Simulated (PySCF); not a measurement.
Species: methallyl cyanide, C5H7N.
Numbering: `[CH2:1]=[C:2]([CH3:3])[CH2:4][C:5]#[N:6]` (hydrogens: H7, H8 on C1; H9, H10, H11 on C3; H12, H13 on C4)

Torsions of this conformer, `[CH2:1]=[C:2]([CH3:3])[CH2:4][C:5]#[N:6]`: C1–C2–C4–C5 113°.

The closed-shell ground state was solved at several levels (PySCF, density fitting, gas phase, non-relativistic). Isolated species at its GFN2-xTB geometry (one conformer only).

```
          level  basis functions  HOMO (eV)  LUMO (eV)  gap (eV)  dipole (D)
B3LYP/def2-SVPD              176      -7.68      -0.53      7.15        3.82
  PBE0/pcSseg-1              137      -7.88      -0.18      7.70        3.78
```

Question: Estimate the row for B3LYP/pcJ-1, a basis of 232 functions; the other rows only guide the guess.

Answer: HOMO -7.64 eV, LUMO -0.40 eV, gap 7.24 eV, dipole 3.78 D.

Question: Over all these levels, which gives the widest orbital gap and which the narrowest?

Answer: PBE0/pcSseg-1 (global hybrid, 25 % exact exchange) has the widest, 7.70 eV, and B3LYP/def2-SVPD (global hybrid, 20 % exact exchange) the narrowest, 7.15 eV. Functional and basis both differ between the two, so the spread mixes both effects.

Question: How far do the dipole and the HOMO energy spread over the levels?

Answer: The dipole runs from 3.78 to 3.82 D (mean 3.79 D) and the HOMO from -7.88 to -7.64 eV.
